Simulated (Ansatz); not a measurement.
The input, for Ansatz 0.2.0:

```yaml
crystal:
  periodic: [false, false, false]
  atoms:
    - {symbol: Zr, position_ang: [0.000000, 0.000000, 1.085733]}
    - {symbol: H, position_ang: [0.000000, 0.000000, -4.140267]}
    - {symbol: H, position_ang: [0.000000, 0.000000, 3.054533]}
basis:
  gaussian: {orbitals: def2-mTZVP}
magnetization: {spin_polarized: true, initial_magnetization: 4}
hamiltonian: {xc: hf}
accuracy: high
output: {orbitals: {seedname: orbitals}}
```

```sh
$ ansatz run in.yaml --threads 1 --pin off --events-out ev --progress --plain --max-ram 2393MiB
```

Output:

```
820 factors; integrals over basis functions are off by at most 6.9e-9 eV
mean field evaluation 1: about -1291.0137 eV, gradient 8.3e0 eV
mean field evaluation 2: about -1291.0220 eV, gradient 8.3e0 eV
mean field evaluation 4: about -1292.2539 eV, gradient 1.9e0 eV
mean field evaluation 8: about -1292.4573 eV, gradient 1.5e-1 eV
mean field evaluation 16: about -1292.4581 eV, gradient 5.5e-3 eV
mean field evaluation 32: about -1292.4581 eV, gradient 8.4e-7 eV
mean field evaluation 64: about -1292.7445 eV, gradient 2.9e0 eV
mean field evaluation 96: about -1292.8803 eV, gradient 2.1e-1 eV
mean field evaluation 128: about -1292.5855 eV, gradient 7.8e-1 eV
mean field evaluation 160: about -1292.0789 eV, gradient 2.1e0 eV
mean field evaluation 192: about -1292.4985 eV, gradient 4.5e-1 eV
mean field evaluation 224: about -1292.7595 eV, gradient 6.9e-1 eV
mean field evaluation 256: about -1290.9651 eV, gradient 1.1e0 eV
mean field evaluation 288: about -1292.4572 eV, gradient 3.6e0 eV
mean field evaluation 320: about -1291.5101 eV, gradient 3.1e-1 eV
mean field evaluation 352: about -1292.4581 eV, gradient 1.3e-2 eV
mean field -1292.95526338 eV, -47.5152295328 hartree, gradient 2.8e-8 eV, S^2 6.006935; 7 other end points of the search recorded, 0 dependent functions left out
reference -1292.95526338 eV, -47.5152295328 hartree; 9, 5 occupied and 30, 34 virtual orbitals, 820 factors
Total energy: -1292.95526338 eV, -47.5152295328 hartree
```

Ran on 1 thread of Intel Xeon 6975P-C, shared host: 1.1 s wall, 0.19 GiB peak host memory.
